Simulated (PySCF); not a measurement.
Computed shifts of a molecule C4H8, PBE0/pcSseg-1 in PySCF, GIAO, gas phase, equivalent atoms averaged, in ppm (number of nuclei): ¹³C: 26.5 (4). ¹H: 2.32 (4), 2.04 (4). References: ¹³C against TMS (σ = 186.3 ppm); ¹H against TMS (σ = 31.56 ppm), references at their B3LYP-D3(BJ)/def2-TZVP geometries, non-relativistic. The structure is a stationary point at PBE0-D3(BJ)/def2-SVP. Other conformers were not sampled.

**Question.** Which molecule gave these data?
(A) C=C(C)C
(B) CC1CC1
(C) C1CCC1
(D) C=CCC

**Answer.** C, C1CCC1
